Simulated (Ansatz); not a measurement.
**Si2PH7: basis-set convergence**

Aim: see how fast density functionals converge with the basis set for Si2PH7.

The runs use Ansatz 0.2.0, Gaussian basis; one geometry, several basis sets.

Levels to be run: PBE0-D4/def2-SVP; ωB97M-V/def2-SVP; PBE0-D4/def2-QZVPP; ωB97M-V/def2-QZVPP; the functionals' def2-TZVPP values are taken from earlier runs.

### 1 The geometry

All runs share one geometry, relaxed beforehand with PBE0-D4 in a triple-zeta def2 set.

SMILES `[SiH3]P[SiH3]`, 10 atoms, charge 0, spin multiplicity 1.

Atoms are counted from 1 here; the program's logs count them from 0.

Bond lengths: Si1–P2 2.250 Å, Si1–H4 1.486 Å, Si1–H5 1.487 Å, Si1–H6 1.486 Å, P2–Si3 2.250 Å, P2–H7 1.422 Å, Si3–H8 1.486 Å, Si3–H9 1.486 Å, Si3–H10 1.487 Å. Angles: P2–Si1–H4 108.7°, P2–Si1–H5 113.6°, P2–Si1–H6 107.4°, H4–Si1–H5 109.0°, H4–Si1–H6 109.1°, H5–Si1–H6 108.9°, Si1–P2–Si3 95.8°, Si1–P2–H7 94.6°, Si3–P2–H7 94.6°, P2–Si3–H8 108.7°, P2–Si3–H9 107.4°, P2–Si3–H10 113.6°, H8–Si3–H9 109.1°, H8–Si3–H10 109.0°, H9–Si3–H10 108.9°.

### 2 PBE0-D4 in def2-SVP

in.yaml

```yaml
crystal:
  periodic: [false, false, false]
  atoms:
    - {symbol: Si, position_ang: [-1.293646, 0.738956, -0.772210]}
    - {symbol: P, position_ang: [-0.480899, -1.286939, -0.226869]}
    - {symbol: Si, position_ang: [1.218581, -0.517749, 1.031032]}
    - {symbol: H, position_ang: [-2.304616, 0.573952, -1.848769]}
    - {symbol: H, position_ang: [-0.250310, 1.695041, -1.230141]}
    - {symbol: H, position_ang: [-1.955980, 1.292649, 0.437515]}
    - {symbol: H, position_ang: [0.301302, -1.417242, -1.407677]}
    - {symbol: H, position_ang: [2.134177, -1.647004, 1.338797]}
    - {symbol: H, position_ang: [0.636593, -0.003125, 2.297989]}
    - {symbol: H, position_ang: [1.994807, 0.571461, 0.380323]}
basis:
  gaussian: {orbitals: def2-SVP}
hamiltonian: {xc: pbe0, dispersion: d4}
output: {orbitals: {seedname: orbitals}}
```

After this run come: ωB97M-V in def2-SVP; PBE0-D4 in def2-QZVPP; ωB97M-V in def2-QZVPP.

Before running them: what should the planned runs give, taken together? Wanted: PBE0-D4: double and triple zeta above quadruple; ωB97M-V: double and triple zeta above quadruple.

As calculated:

```
                                       quantity          value
PBE0-D4: double and triple zeta above quadruple  9.66, 0.83 eV
ωB97M-V: double and triple zeta above quadruple  9.71, 0.78 eV
```

PBE0-D4 gains 8.83 eV from double to triple zeta, then 0.83 eV more. These are total energies; as a rule much of such shifts cancels in differences, which this series doesn't test. The LUMO of ωB97M-V is positive and keeps falling with the basis (2.17 to 1.21 eV): an unbound level that the basis holds in place.
